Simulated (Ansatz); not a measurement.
Cartesian coordinates (Å):
```xyz
6

C     -0.3623    -0.0824    -0.0694
O      0.9416    -0.3914    -0.2313
H     -0.9962    -0.8001    -0.5805
H     -0.5436     0.9908    -0.3612
H     -0.5948     0.0486     1.0254
H      1.5554     0.2347     0.2169
```
Charge +1, spin multiplicity 2.

Calculation: Ansatz (an electronic-structure program) with frozen-core CCSD(T)/cc-pVTZ // PBE0-D3(BJ)/def2-TZVP.

* **HF energy**: -114.73078 Ha
* **MP2 correlation energy**: -0.37659 Ha

Q: Estimate the CCSD correlation energy, the (T) correction, the total energy and the T1 diagnostic.

A: 
The CCSD correlation energy is -0.40852 Ha and the (T) correction comes out as -0.01381 Ha. The CCSD(T) total energy comes out as -115.15312 Ha and the T1 diagnostic is 0.037.
